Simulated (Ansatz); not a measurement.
A trace of molecular dynamics of C2H7B (10 atoms, charge 0, multiplicity 1).

These are results of Ansatz 0.2.0, UHF/def2-SVP, not measurements.

```
ensemble                      : NVE (velocity Verlet)
starting velocities drawn for : 100 K
seed                          : 379850
```

```csv
time (fs),T (K),potential energy less start (eV),conserved less start (meV/atom)
0.0,100,0.000,0.00
3.0,372,-0.280,0.11
6.0,1572,-1.524,-0.15
9.0,2684,-2.676,-0.48
12.0,2472,-2.454,-0.14
15.0,2452,-2.434,-0.18
18.0,2570,-2.563,-0.87
21.0,1881,-1.846,-0.45
24.0,1492,-1.441,-0.17
27.0,1583,-1.534,-0.09
30.0,2148,-2.119,-0.09
33.0,2190,-2.164,-0.27
36.0,2158,-2.129,-0.15
39.0,2650,-2.644,-0.74
42.0,2226,-2.203,-0.41
45.0,1671,-1.626,-0.13
48.0,1733,-1.690,-0.17
51.0,2043,-2.012,-0.26
54.0,1808,-1.768,-0.19
57.0,2083,-2.052,-0.12
60.0,2915,-2.922,-1.04
63.0,2014,-1.981,-0.16
66.0,1568,-1.522,-0.34
69.0,1359,-1.301,0.14
72.0,2156,-2.130,-0.46
75.0,2029,-1.998,-0.31
```

Can this run be trusted? Judge the integration.

The conserved energy stayed within 1.1 meV per atom of its start (net change -0.31 meV per atom), so the integration is sound. The system heated up, since it started high on the potential surface and ran downhill. A run of 0.075 ps of so small a system gives no equilibrium averages. The orbitals stay closed-shell, which can raise the energy where a bond breaks towards radicals; this wasn't checked here. The time step was 0.5 fs.

The run took 4.9 min on 1 thread of Arm Neoverse N1, with other jobs on the host, peak memory 0.14 GiB.
